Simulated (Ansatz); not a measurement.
in.yaml

```yaml
crystal:
  periodic: [false, false, false]
  atoms:
    - {symbol: B, position_ang: [0.000000, -0.236580, 1.427367]}
    - {symbol: Al, position_ang: [0.000000, 0.116336, -0.597031]}
    - {symbol: H, position_ang: [0.000000, 0.366780, 2.461377]}
    - {symbol: H, position_ang: [0.000000, -0.943450, -1.789164]}
basis:
  gaussian: {orbitals: 6-31G}
total_charge: 1
magnetization: {spin_polarized: false, initial_magnetization: 1}
correlation: {method: sc_nevpt2, electrons: outside_noble_gas, active_space: {window: {electrons: 7, orbitals: 10}, shells: [{species: Al, l: s, shell: 3}, {species: Al, l: p, shell: 3}, {species: B, l: s, shell: 2}, {species: B, l: p, shell: 2}, {species: H, l: s, shell: 1}]}}
```

```sh
$ ansatz run in.yaml --threads 1 --pin off --events-out ev --progress --plain --max-ram 2393MiB
```

The program prints:

```
556 factors; integrals over basis functions are off by at most 2.2e-7 eV
mean field evaluation 1: about -7274.2447 eV, gradient 8.7e0 eV
mean field evaluation 2: about -7274.2454 eV, gradient 8.7e0 eV
mean field evaluation 4: about -7274.8986 eV, gradient 1.1e0 eV
mean field evaluation 8: about -7274.9142 eV, gradient 9.9e-2 eV
mean field evaluation 16: about -7274.0359 eV, gradient 1.2e0 eV
mean field evaluation 32: about -7274.4769 eV, gradient 1.8e0 eV
mean field -7274.91451565 eV, -267.3481773358 hartree, gradient 2.7e-6 eV, S^2 0.750000; 8 other end points of the search recorded, 0 dependent functions left out
reference -7274.91451565 eV, -267.3481773358 hartree; 10, 9 occupied and 16, 17 virtual orbitals, 556 factors
state -7277.00180375 eV, -267.4248837590 hartree
state -7277.00180375 eV, -267.4248837590 hartree; corrected -7277.30907346 eV, -267.4361757124 hartree
Total energy: -7277.30907346 eV, -267.4361757124 hartree
Checks for a lower state left out: starts, orbital_swaps
```

For the same geometry and basis full CI lies 123.0 meV lower.

Ran on 1 thread of INTEL XEON PLATINUM 8581C, shared host: 2.4 s wall, 0.15 GiB peak host memory.
